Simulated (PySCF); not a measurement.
Shifts of the heteroatoms

Atom-mapped SMILES (the numbers label the heavy atoms): `[O:1]=[CH:2][CH:3]1[CH2:4][CH2:5]1`. Hydrogens are named by the atom that carries them. Ha(C4), Ha(C5) are cis to C2 on the ring; Hb(C4), Hb(C5) are trans to C2 on the ring.

Computational details: spin–spin couplings from B3LYP/pcJ-2 (without the spin–dipole term), structure optimised with PBE0-D3(BJ)/def2-TZVP, NMR shieldings at B97-2/pcSseg-2/GIAO, in PySCF 2.14.0 with density-fitted response routines (no relativistic terms, single conformer, in vacuum, rapidly exchanging positions averaged).

Task: What are the 17O shifts?

Result: 
| atoms | environment | σ (ppm) | δ (ppm) |
| --- | --- | --- | --- |
| O1 | aldehyde oxygen | -300.2 | 558.3 |

Shieldings were converted by a linear fit to measured shifts: 17O: δ = 274.03 − 0.947σ (rms 12.2 ppm, 99 shifts vs liquid water, solution or neat liquid). Occasional misses reach two or three times the rms, and more in compound classes unlike the fitted ones. Couplings are scaled by factors fitted to measured values: 3J(H,H) × 0.89 (rms 0.5 Hz), 2J(H,H) × 0.91 (rms 0.8 Hz); all others are unscaled and can be 10–30 % off.

Couplings (the largest are listed; each averaged over equivalent pairs; quadrupolar broadening usually hides them): 1J(O1,C2) = 32.8 Hz, 2J(O1,H(C2)) = -4.5 Hz, 2J(O1,C3) = -1.2 Hz.

On a 500 MHz spectrometer 17O resonates near 67.8 MHz, so 1 ppm is 67.8 Hz.
